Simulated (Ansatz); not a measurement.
Geometry optimisation, Ansatz, RKS PBE/def2-mTZVP.

input.yaml

```yaml
crystal:
  periodic: [false, false, false]
  atoms:
    - { symbol: B, position_ang: [0.0, 0.0, 0.0] }
    - { symbol: "N", position_ang: [0.0, 0.0, 1.55] }
    - { symbol: H, position_ang: [-0.877, -0.2713, 2.08] }
    - { symbol: H, position_ang: [0.877, 0.2713, 2.08] }
    - { symbol: H, position_ang: [1.0305, 0.0, -0.595] }
    - { symbol: C, position_ang: [-1.3856, 0.0, -0.8] }
    - { symbol: H, position_ang: [-1.9458, -0.9305, -0.5708] }
    - { symbol: H, position_ang: [-1.9898, 0.8797, -0.4946] }
    - { symbol: H, position_ang: [-1.1839, 0.0508, -1.8903] }
basis:
  gaussian: { orbitals: def2-mTZVP }
hamiltonian:
  xc: pbe
relax:
  f_tol: 0.02
  max_steps: 40
```

Command:

```bash
$ ansatz run input.yaml --threads 1 --pin off --max-ram 2048MiB --backend cpu --events-out ev --progress --plain --runs-dir out
```

**Question.** Where does it end, and by what steps?

**Answer.** The run converged. After 12 steps the energy has fallen by 0.614 eV; H5 moved furthest, 0.74 Å.

```json
{"step": "0", "energy less start (eV)": "0.0000", "largest force component (eV/Å)": "3.371", "accepted": "yes"}
{"step": "1", "energy less start (eV)": "-0.4571", "largest force component (eV/Å)": "1.764", "accepted": "yes"}
{"step": "2", "energy less start (eV)": "-0.5291", "largest force component (eV/Å)": "1.676", "accepted": "yes"}
{"step": "3", "energy less start (eV)": "-0.5623", "largest force component (eV/Å)": "0.139", "accepted": "yes"}
{"step": "4", "energy less start (eV)": "-0.5576", "largest force component (eV/Å)": "0.354", "accepted": "no"}
{"step": "5", "energy less start (eV)": "-0.5658", "largest force component (eV/Å)": "0.058", "accepted": "yes"}
{"step": "6", "energy less start (eV)": "-0.5711", "largest force component (eV/Å)": "0.077", "accepted": "yes"}
{"step": "7", "energy less start (eV)": "-0.5743", "largest force component (eV/Å)": "0.106", "accepted": "yes"}
{"step": "8", "energy less start (eV)": "-0.5792", "largest force component (eV/Å)": "0.495", "accepted": "yes"}
{"step": "9", "energy less start (eV)": "-0.6075", "largest force component (eV/Å)": "0.138", "accepted": "yes"}
{"step": "10", "energy less start (eV)": "-0.6128", "largest force component (eV/Å)": "0.147", "accepted": "yes"}
{"step": "11", "energy less start (eV)": "-0.6139", "largest force component (eV/Å)": "0.058", "accepted": "yes"}
{"step": "12", "energy less start (eV)": "-0.6141", "largest force component (eV/Å)": "0.005", "accepted": "yes"}
```

```xyz
9
Properties=species:S:1:pos:R:3
B -0.059 0.210 0.090
N 0.035 -0.174 1.434
H -0.731 -0.603 1.950
H 0.875 -0.055 1.995
H 0.926 0.708 -0.401
C -1.379 0.009 -0.745
H -2.208 -0.458 -0.188
H -1.745 0.973 -1.138
H -1.189 -0.611 -1.638
```

Whether the end is a true minimum wasn't checked by a vibrational analysis.

The run took 29 s on 1 thread of Arm Neoverse V1 (shared host), peak memory 0.12 GiB.
